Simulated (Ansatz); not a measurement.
## triplet SiH(-): levels of theory in one basis

```yaml
atoms:
  - { symbol: Si, position_ang: [0.0000, 0.0000, -0.7871] }
  - { symbol: H, position_ang: [0.0000, 0.0000, 0.7871] }
```

Basis set: def2-SVP (spherical functions). Frozen core: 5 orbitals. Correlation on ROHF uses semicanonical orbitals with singles. Charge -1, multiplicity 3.

Computed with Ansatz (development build ahead of 0.2.0); each method stands on the lowest determinant of its kind that the runs found.

```json
{"method": "ROHF", "E − E(ROHF) (eV)": "0.00", "<S²> of the determinant": "–"}
{"method": "UHF", "E − E(ROHF) (eV)": "-0.15", "<S²> of the determinant": "2.03"}
{"method": "ROHF-MP2", "E − E(ROHF) (eV)": "-2.05", "<S²> of the determinant": "–"}
{"method": "UHF-MP2", "E − E(ROHF) (eV)": "-2.03", "<S²> of the determinant": "2.03"}
```

Problem. What does ROHF-CCSD(T) give on the same scale?

Solution. -2.65 eV.

Problem. Is a single determinant a sound starting point here?

Solution. By this sign, yes. Unrestricted orbitals gain 0.15 eV and <S²> is 2.03 against 2.00 for a pure state.

Caution: no diffuse functions for an anion.
